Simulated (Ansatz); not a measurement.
# C₃H₃ClO: one species, many methods

The task here is to estimate one member of a computed series from the others.

Method: functionals in def2-TZVPP, the program's frozen cores in correlated methods; program: Ansatz 0.2.0, Gaussian basis.

Levels to be run: LDA (SPW92), PBE-D4, revPBE-D4, BLYP-D4, r2SCAN-D4, B97M-V, PBE0-D4, B3LYP-D4, r2SCANh-D4, r2SCAN0-D4, HSE06-D4, BHLYP-D4, CAM-B3LYP-D4, LC-ωPBE, ωB97X-V, ωB97M-V, B2PLYP, PBE-QIDH; CCSD(T)/def2-SVP; CCSD(T)/def2-TZVPP; MP2/def2-QZVPP; extrapolation to the limit; RPA on PBE.

## Structure used throughout

The geometry comes from an earlier relaxation with PBE0-D4 in a triple-zeta def2 set; it is a stationary point, not always the lowest conformer.

8 atoms, charge 0, spin multiplicity 1.

Atoms are counted from 1 here; the program's logs count them from 0.

Bond lengths: Cl1–C2 1.687 Å, C2–C3 1.333 Å, C2–O5 1.365 Å, C3–C4 1.502 Å, C3–H6 1.074 Å, C4–O5 1.470 Å, C4–H7 1.091 Å, C4–H8 1.091 Å. Angles: Cl1–C2–C3 138.7°, Cl1–C2–O5 120.7°, C3–C2–O5 100.6°, C2–C3–C4 85.3°, C2–C3–H6 137.6°, C4–C3–H6 137.1°, C3–C4–O5 88.6°, C3–C4–H7 117.3°, C3–C4–H8 117.3°, O5–C4–H7 109.6°, O5–C4–H8 109.6°, H7–C4–H8 111.6°, C2–O5–C4 85.4°.

Geometry (Å):

```mol
C3H3ClO
  3D, bonds by distance, orders not assigned

  8  8  0  0  0  0  0  0  0  0999 V2000
   -0.5157    0.6842    2.5343 Cl  0  0
   -0.1999    0.2328    0.9396 C   0  0
    0.5747    0.6158   -0.0749 C   0  0
   -0.0626   -0.5163   -0.8285 C   0  0
   -0.8536   -0.8229    0.3719 O   0  0
    1.3097    1.3746   -0.2686 H   0  0
    0.5701   -1.3693   -1.0785 H   0  0
   -0.7304   -0.2561   -1.6511 H   0  0
  1  2  8  0
  2  3  8  0
  3  4  8  0
  4  5  8  0
  3  6  8  0
  4  7  8  0
  4  8  8  0
  2  5  8  0
M  END
```

Set-up of the first run:

in.yaml

```yaml
crystal:
  periodic: [false, false, false]
  atoms:
    - {symbol: Cl, position_ang: [-0.515728, 0.684224, 2.534304]}
    - {symbol: C, position_ang: [-0.199891, 0.232847, 0.939600]}
    - {symbol: C, position_ang: [0.574679, 0.615754, -0.074853]}
    - {symbol: C, position_ang: [-0.062647, -0.516333, -0.828453]}
    - {symbol: O, position_ang: [-0.853569, -0.822873, 0.371921]}
    - {symbol: H, position_ang: [1.309682, 1.374615, -0.268648]}
    - {symbol: H, position_ang: [0.570059, -1.369281, -1.078481]}
    - {symbol: H, position_ang: [-0.730385, -0.256054, -1.651091]}
basis:
  gaussian: {orbitals: def2-TZVPP}
hamiltonian: {xc: lda}
output: {orbitals: {seedname: orbitals}}
```

Run with:

```sh
> ansatz run in.yaml --threads 2 --pin off --events-out ev --progress --plain --max-ram 4352MiB
```

Among the steps run: LDA; PBE-D4 (GGA); revPBE-D4 (GGA); BLYP-D4 (GGA); r2SCAN-D4 (meta-GGA); B97M-V (meta-GGA); B3LYP-D4 (hybrid); r2SCANh-D4 (hybrid); r2SCAN0-D4 (hybrid); HSE06-D4 (hybrid); BHLYP-D4 (hybrid); CAM-B3LYP-D4 (range-separated); LC-ωPBE (range-separated); ωB97X-V (range-separated); ωB97M-V (range-separated); B2PLYP (double hybrid); PBE-QIDH (double hybrid).

One table of the session follows, with a row left open; its other results are not shown here.

It belongs to the step «Frontier levels by functional». 

| functional | HOMO (eV) | gap (eV) |
| --- | --- | --- |
| LDA (SPW92) | -5.78 | 4.89 |
| PBE-D4 | -5.59 | 4.92 |
| revPBE-D4 | ? | ? |
| BLYP-D4 | -5.45 | 4.89 |
| r2SCAN-D4 | -5.81 | 5.34 |
| B97M-V | -5.85 | 5.47 |
| PBE0-D4 | -6.82 | 7.12 |
| B3LYP-D4 | -6.60 | 6.65 |
| r2SCANh-D4 | -6.28 | 6.16 |
| r2SCAN0-D4 | -6.98 | 7.38 |
| HSE06-D4 | -6.42 | 6.33 |
| BHLYP-D4 | -7.91 | 9.28 |
| CAM-B3LYP-D4 | -8.17 | 9.59 |
| LC-ωPBE | -9.53 | 12.10 |
| ωB97X-V | -9.15 | 11.68 |
| ωB97M-V | -9.04 | 11.49 |

Q: Estimate the row for revPBE-D4 from the others.

The run gave: HOMO (eV): -5.52; gap (eV): 4.93. In the column «HOMO (eV)» it lies between PBE-D4 (-5.59) and BLYP-D4 (-5.45).
